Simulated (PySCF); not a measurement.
Isomers of C2H3F3. Level of theory: PBE0-D3(BJ)/def2-SVP geometry optimisation, gas phase in PySCF 2.14.0. One conformer each; no zero-point energy, no entropy. No frequencies were run at this level. Point groups hold within 0.08 Å.

Task: Order them by energy at this level, lowest first, and give relative energies in kJ/mol.
A. `C(F)(F)(C)F`
B. `[F:1][CH2:2][CH:3]([F:4])[F:5]` with F1–C2–C3–F4 174°

Result: A (0.0), B (95.3).

| SMILES | E (Eh) | E rel (kJ/mol) | dipole (D) | point group | A, B, C (MHz) |
| --- | --- | --- | --- | --- | --- |
| CC(F)(F)F | -376.90890 | 0.0 | 2.17 | C3v | 5525, 5224, 5222 |
| FCC(F)F | -376.87262 | 95.3 | 1.44 | C1 | 9185, 3666, 2828 |

Task: How do the relative energies change in single points at B3LYP/pcSseg-2 (no added dispersion term) on the same geometries?

Result: 
| SMILES | PBE0-D3(BJ)/def2-SVP (kJ/mol) | B3LYP/pcSseg-2 (kJ/mol) | shift |
| --- | --- | --- | --- |
| CC(F)(F)F | 0.0 | 0.0 | 0.0 |
| FCC(F)F | 95.3 | 75.0 | -20.3 |

Each column counts from its own lowest isomer. The order is unchanged; the largest shift is 20.3 kJ/mol.
